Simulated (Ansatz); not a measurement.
**A relaxation, step by step**

AlSiH₆Cl, singlet, PBE0-D4/def2-TZVP (Ansatz 0.2.0). Settings:

```yaml
hamiltonian: {xc: pbe0, dispersion: d4}
relax: {f_tol: 0.005, max_steps: 200}
```

Start, a step off a saddle point along its unstable mode:

Al1  (-1.382, -0.013, -0.468)
Si2  (1.027, -0.572, -0.361)
H3  (-1.816, 1.068, -1.558)
H4  (-2.398, -1.059, 0.177)
H5  (0.379, 0.862, 1.189)
Cl6  (-0.701, 1.392, 1.491)
H7  (1.995, -0.063, -1.386)
H8  (1.379, 0.299, 0.830)
H9  (1.518, -1.913, 0.088)
(Å)

| step | energy less the last (meV) | largest force component (eV/Å) |
| --- | --- | --- |
| 1 | 398.3 | 3.613 |
| 2 | 53.8 | 0.591 |
| 3 | 33.4 | 0.839 |
| 4 | 14.2 | 0.480 |
| 5 | 6.2 | 0.303 |
| 6 | 2.1 | 0.068 |
| 7 | 0.3 | 0.043 |
| 8 | 0.1 | 0.028 |
| 9 | 0.0 | 0.008 |
| 10 | 0.0 | 0.002 |

Step 4, positions (Å) and forces (eV/Å):

```json
{"atom": "Al1", "x": "-1.327", "y": "-0.037", "z": "-0.481", "Fx": "0.042", "Fy": "-0.058", "Fz": "-0.061"}
{"atom": "Si2", "x": "1.094", "y": "-0.595", "z": "-0.373", "Fx": "-0.020", "Fy": "0.057", "Fz": "0.060"}
{"atom": "H3", "x": "-1.790", "y": "1.048", "z": "-1.541", "Fx": "-0.008", "Fy": "0.002", "Fz": "-0.003"}
{"atom": "H4", "x": "-2.358", "y": "-1.054", "z": "0.168", "Fx": "-0.007", "Fy": "-0.003", "Fz": "0.000"}
{"atom": "H5", "x": "0.292", "y": "1.061", "z": "1.410", "Fx": "-0.436", "Fy": "0.175", "Fz": "0.070"}
{"atom": "Cl6", "x": "-0.961", "y": "1.498", "z": "1.529", "Fx": "0.480", "Fy": "-0.161", "Fz": "-0.038"}
{"atom": "H7", "x": "1.968", "y": "-0.154", "z": "-1.499", "Fx": "-0.032", "Fy": "0.005", "Fz": "0.026"}
{"atom": "H8", "x": "1.594", "y": "0.227", "z": "0.818", "Fx": "0.008", "Fy": "-0.049", "Fz": "-0.059"}
{"atom": "H9", "x": "1.488", "y": "-1.993", "z": "-0.030", "Fx": "-0.028", "Fy": "0.032", "Fz": "0.005"}
```

Step 7, positions (Å) and forces (eV/Å):

| atom | x | y | z | Fx | Fy | Fz |
| --- | --- | --- | --- | --- | --- | --- |
| Al1 | -1.303 | -0.059 | -0.502 | 0.016 | -0.016 | -0.014 |
| Si2 | 1.107 | -0.597 | -0.373 | -0.002 | -0.035 | -0.043 |
| H3 | -1.781 | 1.030 | -1.553 | -0.009 | 0.011 | 0.007 |
| H4 | -2.340 | -1.069 | 0.149 | -0.010 | 0.007 | 0.010 |
| H5 | 0.256 | 1.174 | 1.537 | -0.001 | -0.004 | -0.005 |
| Cl6 | -0.995 | 1.521 | 1.545 | -0.011 | 0.001 | -0.003 |
| H7 | 1.943 | -0.177 | -1.534 | -0.005 | 0.003 | 0.008 |
| H8 | 1.658 | 0.191 | 0.795 | 0.026 | 0.021 | 0.035 |
| H9 | 1.455 | -2.014 | -0.065 | -0.005 | 0.010 | 0.004 |

Step 8, positions (Å) and forces (eV/Å):

```tsv
atom	x	y	z	Fx	Fy	Fz
Al1	-1.302	-0.059	-0.503	0.013	-0.007	-0.004
Si2	1.108	-0.596	-0.372	0.001	-0.023	-0.028
H3	-1.782	1.032	-1.551	-0.005	0.006	0.001
H4	-2.341	-1.066	0.152	-0.006	0.002	0.004
H5	0.253	1.171	1.533	-0.003	0.000	-0.001
Cl6	-0.998	1.519	1.543	-0.002	0.002	0.002
H7	1.944	-0.177	-1.534	-0.003	0.001	0.005
H8	1.663	0.190	0.796	0.009	0.013	0.019
H9	1.456	-2.014	-0.065	-0.003	0.007	0.001
```

Last step (10):

```
atom    x (Å)    y (Å)    z (Å)
 Al1  -1.3010  -0.0609  -0.5042
 Si2   1.1094  -0.5980  -0.3737
  H3  -1.7832   1.0332  -1.5489
  H4  -2.3414  -1.0644   0.1527
  H5   0.2508   1.1725   1.5347
 Cl6  -0.9999   1.5196   1.5431
  H7   1.9447  -0.1776  -1.5345
  H8   1.6642   0.1903   0.7957
  H9   1.4563  -2.0144  -0.0647
```

The run took about 26 s on 2 CPU threads of an Arm Neoverse V2 (shared host).
